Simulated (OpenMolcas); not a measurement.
# singlet [BF2]+: levels of theory compared

Aim: a comparison of 6 runs (HF/cc-pVTZ, BHLYP/cc-pVTZ, BLYP/cc-pVTZ, PBE0/cc-pVTZ, SVWN5/cc-pVTZ, TPSS/cc-pVTZ) of singlet [BF2]+. 

The calculation is run with OpenMolcas 26.06.

1 further run of the same task is left out (set aside as unsound or not needed).

## (1) Starting point

[BF2]+ has 3 atoms, charge +1, and is taken as a singlet. As SMILES of the parent species, `F[B]F`. The shape is that of a PBE0-D4/def2-TZVP optimisation. That shape belongs to the parent species and isn't relaxed for this state.

Bond lengths: F1–B2 1.306 Å, B2–F3 1.306 Å. Angles: F1–B2–F3 121.1°.

## (2) The energy at HF/cc-pVTZ (run 1)

geom.xyz reads:

```xyz
3

F      0.513100    -1.044300     0.160000
B      0.279000     0.240500     0.181300
F     -0.802900     0.738900    -0.354600
```

mol.input reads:

```
&GATEWAY
 BasLib = $CurrDir
 Coord = geom.xyz
 Basis = cc-pVTZ
 Group = NoSym

&SEWARD

&SCF
 Charge = 1
 Thresholds = 1e-10 1e-07 1e-07 1e-05
 PrOrbitals = 1 2
```

The basis set cc-pVTZ is read from a file made from the Basis Set Exchange's data (not shown).

Run with:

```bash
$ export MOLCAS_MEM=1860
$ pymolcas mol.input > mol.log
```

The log of the run:

```text
--- Start Module: gateway ---
[...]
--- Stop Module: gateway /rc=_RC_ALL_IS_WELL_ ---
--- Start Module: seward ---
[...]
      Basis functions           90
--- Stop Module: seward /rc=_RC_ALL_IS_WELL_ ---
[...]
--- Start Module: scf ---
[...]
       Convergence after  15 Iterations
[...]
::    Total SCF energy                               -223.3249496992
[...]
      Total spin, S                                     0.0000000000
[...]
      Total electronic charge=   22.000000
      Total            charge=    1.000000
[...]
      Dipole Moment (debye):
      Origin of the operator (angstrom)=   -0.0497   -0.0644   -0.0347
                   X=  2.7238E+00               Y=  2.5264E+00               Z=  1.7901E+00           Total=  4.1239E+00
      Center of Charge (angstrom)
[...]
--- Stop Module: scf /rc=_RC_ALL_IS_WELL_ ---
[...]
```

It took 6.3 s on 1 thread of Arm Neoverse V2, shared host; peak memory 0.49 GiB.

## (3) The energy at BHLYP/cc-pVTZ (run 2)

test.input reads:

```
&GATEWAY
  BasLib=$CurrDir
  BasisSet
  F.cc-pVTZ....
  F1 0.513100 -1.044300 0.160000 angstrom
  F3 -0.802900 0.738900 -0.354600 angstrom
  End of Basis
  BasisSet
  B.cc-pVTZ....
  B2 0.279000 0.240500 0.181300 angstrom
  End of Basis

&SEWARD
  GridInput
  Grid=UltraFine
  End of Grid

&SCF
  Charge=1
  KSDFT=HYB_GGA_XC_BHANDHLYP
  Thresholds=1e-10 1e-07 1e-07 1e-05
  PrOrbitals=1 1
```

The basis set cc-pVTZ is read from a file made from the Basis Set Exchange's data (not shown).

Run with:

```bash
$ export MOLCAS_MEM=1860
$ pymolcas test.input > test.log
```

The log of the run:

```text
--- Start Module: gateway ---
[...]
--- Stop Module: gateway /rc=_RC_ALL_IS_WELL_ ---
--- Start Module: seward ---
[...]
      Basis functions           90
--- Stop Module: seward /rc=_RC_ALL_IS_WELL_ ---
[...]
--- Start Module: scf ---
[...]
       Convergence after  14 Iterations
[...]
::    Total KS-DFT energy                            -224.1915123627
[...]
      Total spin, S                                     0.0000000000
[...]
      Total electronic charge=   22.000000
      Total            charge=    1.000000
[...]
      Dipole Moment (debye):
      Origin of the operator (angstrom)=   -0.0497   -0.0644   -0.0347
                   X=  2.4681E+00               Y=  2.2892E+00               Z=  1.6221E+00           Total=  3.7368E+00
      Center of Charge (angstrom)
[...]
--- Stop Module: scf /rc=_RC_ALL_IS_WELL_ ---
[...]
```

It took 14 s on 1 thread of Arm Neoverse V2, shared host; peak memory 0.49 GiB.

Runs 3 to 5 aren't shown in full; the table further down has their settings and results.

## (4) The energy at TPSS/cc-pVTZ (run 6)

test.input reads:

```
* BF2 Kohn-Sham DFT

&gateway
  baslib=$CurrDir
  basisset
  F.cc-pVTZ....
  F1 0.513100 -1.044300 0.160000 angstrom
  F3 -0.802900 0.738900 -0.354600 angstrom
  End of Basis
  basisset
  B.cc-pVTZ....
  B2 0.279000 0.240500 0.181300 angstrom
  End of Basis

&seward
  gridinput
  Grid=UltraFine
  End of Grid

&scf
  charge=1
  ksdft=2
  1.0 MGGA_X_TPSS
  1.0 MGGA_C_TPSS
  thresholds=1e-10 1e-07 1e-07 1e-05
  prorbitals=1 2
```

The basis set cc-pVTZ is read from a file made from the Basis Set Exchange's data (not shown).

Run with:

```bash
$ export MOLCAS_MEM=1860
$ pymolcas test.input > test.log
```

The log of the run:

```text
--- Start Module: gateway ---
[...]
--- Stop Module: gateway /rc=_RC_ALL_IS_WELL_ ---
--- Start Module: seward ---
[...]
      Basis functions           90
--- Stop Module: seward /rc=_RC_ALL_IS_WELL_ ---
[...]
--- Start Module: scf ---
[...]
       Convergence after  16 Iterations
[...]
::    Total KS-DFT energy                            -224.2994222176
[...]
      Total spin, S                                     0.0000000000
[...]
      Total electronic charge=   22.000000
      Total            charge=    1.000000
[...]
      Dipole Moment (debye):
      Origin of the operator (angstrom)=   -0.0497   -0.0644   -0.0347
                   X=  2.1469E+00               Y=  1.9913E+00               Z=  1.4110E+00           Total=  3.2504E+00
      Center of Charge (angstrom)
[...]
--- Stop Module: scf /rc=_RC_ALL_IS_WELL_ ---
[...]
```

It took 21 s on 1 thread of Arm Neoverse V2, shared host; peak memory 0.49 GiB.

## (5) The series

```csv
run,level,integration grid,energy (Eh),HOMO energy (eV),LUMO energy (eV),HOMO–LUMO gap (eV),wall time
1,HF/cc-pVTZ,–,-223.324950,-26.79,-9.52,17.27,6.3 s
2,BHLYP/cc-pVTZ,UltraFine,-224.191512,-23.35,-12.31,11.04,14 s
3,BLYP/cc-pVTZ,UltraFine,-224.270464,-19.12,-14.24,4.87,15 s
4,PBE0/cc-pVTZ,UltraFine,-224.050593,-21.26,-13.21,8.05,15 s
5,SVWN5/cc-pVTZ,UltraFine,-222.747288,-19.42,-14.49,4.93,11 s
6,TPSS/cc-pVTZ,UltraFine,-224.299422,-19.29,-14.05,5.24,21 s
```

## (6) Outcome

```
            quantity          value
 run 6: total energy  -224.29942 Eh
  run 6: HOMO energy      -19.29 eV
  run 6: LUMO energy      -14.05 eV
run 6: HOMO–LUMO gap        5.24 eV
```

**Reading.** The HOMO–LUMO gap runs from 4.87 eV (BLYP/cc-pVTZ) to 17.27 eV (HF/cc-pVTZ). Exact exchange widens orbital gaps. Totals of different functionals can't be ranked against each other. All runs together took 82 s, the longest 21 s.
